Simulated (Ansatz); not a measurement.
Geometry optimisation, UKS BLYP/def2-TZVP in Ansatz 0.2.0.

Input file:

```yaml
crystal:
  periodic: [false, false, false]
  atoms:
    - { symbol: H, position_ang: [-0.273106, -0.359677, -0.196168] }
    - { symbol: F, position_ang: [0.966433, 1.219112, 0.638104] }
    - { symbol: H, position_ang: [-0.693327, -0.859435, -0.441936] }
magnetization:
  spin_polarized: true
  initial_magnetization: 1
basis:
  gaussian: { orbitals: def2-TZVP }
hamiltonian:
  xc: blyp
relax:
  f_tol: 0.03
  max_steps: 50
```

Launched with:

```bash
$ ansatz run input.yaml --threads 1 --pin off --max-ram 2048MiB --backend cpu --events-out ev --progress --plain --runs-dir out
```

**Question.** Where does it end, and by what steps?

**Answer.** The run converged. The force dipped under the threshold on the way, but the program's further checks kept it going. After 14 steps the energy has fallen by 1.269 eV; H1 moved furthest, 0.81 Å. Parted: H1–H3. Joined: H1–F2.

```csv
step,energy less start (eV),largest force component (eV/Å),accepted
0,0.0000,1.860,yes
1,-0.0870,0.495,yes
2,-0.2093,0.379,yes
3,-0.4067,0.724,yes
4,-0.7106,1.532,yes
5,0.1068,9.815,no
6,-0.8548,1.323,yes
7,-1.0682,0.634,yes
8,-1.1836,0.302,yes
9,-1.2403,0.129,yes
10,-1.2647,0.328,yes
11,-1.1489,2.992,no
12,-1.2681,0.026,yes
13,-1.2686,0.039,yes
14,-1.2688,0.002,yes
```

```xyz
3
Properties=species:S:1:pos:R:3
H 0.187 0.231 0.118
F 0.736 0.909 0.466
H -0.922 -1.140 -0.585
```

The run took 10 s on 1 thread of Arm Neoverse V1 (shared host), peak memory 0.18 GiB.
